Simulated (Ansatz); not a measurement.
Molecule: C₄H₇, charge 0, multiplicity 2. It need not be the lowest isomer of its formula. 
Structure (B3LYP-D3(BJ)/def2-TZVP (Ansatz, a quantum-chemistry and plane-wave program) minimum search):
SMILES: [CH]1CCC1
```xyz
11

C      0.0032     1.0772     0.0514
C     -0.0031    -1.0443    -0.0498
C     -1.0998     0.0655    -0.0041
C      1.1001     0.0583     0.0100
H      0.0064     2.1573     0.1030
H      0.0008    -1.6362    -0.9638
H     -0.0108    -1.7205     0.8036
H     -1.7591     0.0286     0.8712
H     -1.7475     0.1125    -0.8876
H      1.7479     0.0171     0.8938
H      1.7595     0.1010    -0.8650
```
Charge 0, spin multiplicity 2.

Computed values are from Ansatz. Valence correlation only, unless marked. UHF or UKS for open shells. Spin-orbit coupling is left out. No relativistic terms. Basis-set limits of correlation are two-point, X^-3; Hartree-Fock from the larger set. [CCSD(T)-MP2]/basis is that difference in the basis named.

The atomisation energy De is 4352.8 kJ/mol at RI-MP2/CBS(cc-pVTZ,cc-pVQZ)+[CCSD(T)-MP2]/cc-pVDZ, the total energy comes out as -156.3221 Eh at RI-MP2/CBS(cc-pVTZ,cc-pVQZ)+[CCSD(T)-MP2]/cc-pVDZ and the dipole moment is 0.21 D at wB97M-V/def2-TZVPD. The T1 diagnostic is 0.012 at CCSD/aug-cc-pVDZ.
